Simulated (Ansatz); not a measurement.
**GaAs, singlet: the ladder up to full CI**

Geometry: a point of a stretch scan, not a stationary point.

```xyz
2

Ga    0.0000    0.0000    0.0000
As    0.0000    0.0000    4.0880
```

Basis cc-pVDZ; Ansatz 0.2.0. Correlated methods freeze the noble-gas cores and the filled d shells of p-block atoms, which leaves 8 electrons in 26 orbitals. R marks a restricted (for open shells ROHF) determinant, U an unrestricted one. Active spaces: pair = (2e, 2o) about the gap; valence = (8e, 8o) chosen from the atoms' valence shells. No spin–orbit coupling is included, and no scalar relativity.

Full CI is exact within this basis and frozen core; it isn't the basis-set limit. The frozen core follows each run's orbitals, which can shift R against U totals by a few meV for light atoms and by up to 0.1 eV past Ca.

The determinant fills πx and πy unequally, so it is a mixture of Σ and Δ, which weighs on every level built on one determinant.

RHF is unstable: UHF (⟨S²⟩ = 1.89) lies 2.23 eV below the lowest RHF solution. Higher spins weren't run at this geometry and may lie near or lower.

```
UHF ⟨S²⟩                          : 1.894
T1 diagnostic (RCCSD)             : 0.0507
largest doubles amplitude (RCCSD) : 0.355
```

```json
{"level": "RHF", "E − E(full CI) (mEh)": "182.32", "share of correlation (%)": "0.00", "wall time": "–"}
{"level": "RMP2", "E − E(full CI) (mEh)": "63.68", "share of correlation (%)": "65.07", "wall time": "–"}
{"level": "CISD", "E − E(full CI) (mEh)": "39.46", "share of correlation (%)": "78.36", "wall time": "1.8 s"}
{"level": "RCCSD", "E − E(full CI) (mEh)": "20.25", "share of correlation (%)": "88.89", "wall time": "–"}
{"level": "RCCSD(T)", "E − E(full CI) (mEh)": "8.46", "share of correlation (%)": "95.36", "wall time": "19 s"}
{"level": "BCCD(T)", "E − E(full CI) (mEh)": "9.11", "share of correlation (%)": "95.00", "wall time": "17 s"}
{"level": "RCCSDT*", "E − E(full CI) (mEh)": "2.69", "share of correlation (%)": "98.52", "wall time": "–"}
{"level": "RCCSDT(Q)*", "E − E(full CI) (mEh)": "-0.20", "share of correlation (%)": "100.11", "wall time": "22 s"}
{"level": "RCCSDTQ*", "E − E(full CI) (mEh)": "0.26", "share of correlation (%)": "99.86", "wall time": "25 s (H100)"}
{"level": "CASSCF (valence space)", "E − E(full CI) (mEh)": "101.94", "share of correlation (%)": "44.09", "wall time": "–"}
{"level": "NEVPT2 (valence space)", "E − E(full CI) (mEh)": "25.18", "share of correlation (%)": "86.19", "wall time": "7 s"}
{"level": "MRCISD (valence space)", "E − E(full CI) (mEh)": "6.55", "share of correlation (%)": "96.41", "wall time": "–"}
{"level": "MRCISD+Q (valence space)", "E − E(full CI) (mEh)": "-0.42", "share of correlation (%)": "100.23", "wall time": "8 s"}
```

An asterisk marks runs whose energy the program itself flagged as in doubt.

The correlation energy at full CI, counted from RHF, is -4.961 eV. That run took 41 s on 2 threads of AMD EPYC 7R13 with a shared H100 80 GB, shared host over 55,883,796 determinants.

Run but not shown, since their state, orbitals or frozen core can't be matched to the reference's or they repeat it: UHF, UMP2, UCCSD, UCCSD(T), UCCSDT, UCCSDT(Q), UCCSDTQ, CASSCF (pair space), NEVPT2 (pair space), MRCISD (pair space), MRCISD+Q (pair space).

Times hold each run's SCF and search for its determinant on a shared host, so for small cases they say little of a method's own cost; rows without a card ran on 1 thread of AMD EPYC 7R13.

Not variational, and here over 5 meV under the exact energy: RCCSDT(Q), MRCISD+Q (valence space).

Unrestricted levels hold only the spin's projection, and here they fall towards a lower state of higher spin.

The full-CI state has the irrep A1 of C2v, in the program's axes (one component, if the state is degenerate).

Natural occupations of full CI about the gap: 1.953 1.907 1.660 0.986 0.963 0.305 0.058 0.057 0.017 0.012; effectively unpaired electrons, Σ n²(2−n)², 2.65. No single determinant describes this state well, so single-reference rows can miss without a flag.
